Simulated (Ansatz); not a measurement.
# Where CCSD(T) holds and where it slips

Each species is computed at the geometry given (Å), with frozen cores, in Ansatz 0.2.0: RHF-CCSD(T) for singlets, UHF-CCSD(T) otherwise, and full CI in the same basis. The program picks the determinant by a search with trial CCSD, so it needn't be the lowest Hartree–Fock solution. States: SiN⁺ triplet Π, SiCl⁺ triplet Π, SiH⁻ triplet Σ⁻ or Δ. Cases whose determinant has another symmetry than full CI's state, or lies over 0.5 eV above the lowest of its kind, whose (Q) step broke down or whose higher cluster runs on it stay over 0.1 eV above full CI weren't drawn.

Problem. Judging by size, spin and bonding and the diagnostics given, rank them by the size of CCSD(T)'s error in total energy against full CI in the same basis, smallest first (an estimate).
A. SiN⁺, triplet, 6-31G: Si 0.000 0.000 0.000; N 0.000 0.000 4.918. T1 0.004, (T) -6 meV in a correlation energy of -1.76 eV
B. SiH⁻, triplet, aug-cc-pVDZ: Si 0.000 0.000 0.000; H 0.000 0.000 5.223. T1 0.027, (T) -69 meV in a correlation energy of -2.28 eV
C. SiCl⁺, triplet, 6-31G: Si 0.000 0.000 0.000; Cl 0.000 0.000 2.058. T1 0.028, (T) -64 meV in a correlation energy of -2.12 eV

Solution. A (0.3 meV), C (20.9 meV), B (41.2 meV).

```json
{"species": "SiN⁺, triplet", "basis": "6-31G", "correlated electrons": "8", "CCSD(T) − full CI (meV)": "-0.3", "CCSDT(Q) − full CI (meV)": "-2.2", "unpaired electrons (full CI)": "4.03", "T1": "0.004", "⟨S²⟩ of the determinant": "3.00"}
{"species": "SiCl⁺, triplet", "basis": "6-31G", "correlated electrons": "10", "CCSD(T) − full CI (meV)": "20.9", "CCSDT(Q) − full CI (meV)": "-3.3", "unpaired electrons (full CI)": "2.03", "T1": "0.028", "⟨S²⟩ of the determinant": "2.02"}
{"species": "SiH⁻, triplet", "basis": "aug-cc-pVDZ", "correlated electrons": "6", "CCSD(T) − full CI (meV)": "41.2", "CCSDT(Q) − full CI (meV)": "5.2", "unpaired electrons (full CI)": "3.76", "T1": "0.027", "⟨S²⟩ of the determinant": "3.00"}
```

Unpaired electrons are Σ n²(2−n)² over natural occupations; an open shell counts its own unpaired electrons too. Frozen cores follow each run's orbitals, which moves totals by a few meV. No single determinant describes SiN⁺, triplet well, by full CI's occupations. No single determinant describes SiH⁻, triplet well, by full CI's occupations.
